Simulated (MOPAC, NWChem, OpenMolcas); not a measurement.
**A ladder of methods for PF3 (phosphorus trifluoride)**

PF3: 4 atoms, total charge 0, spin state singlet. As SMILES, `FP(F)F`. The coordinates come from a PBE0-D4/def2-TZVP relaxation.

Each level gives the dipole moment (D). The values are calculated.

The value from experiment is 1.03 D (NIST CCCBDB). From what is known of these methods, estimate their order from the nearest to it to the farthest.
A. wB97X/6-311+G** (NWChem)
B. BHLYP/6-311+G** (OpenMolcas)
C. SVWN5/6-311+G** (NWChem)
D. HF/6-311+G** (NWChem)
E. revPBE/6-311+G** (OpenMolcas)

E (1.15 D, +0.12), C (1.24 D, +0.21), A (1.41 D, +0.38), B (1.55 D, +0.52), D (1.65 D, +0.62).
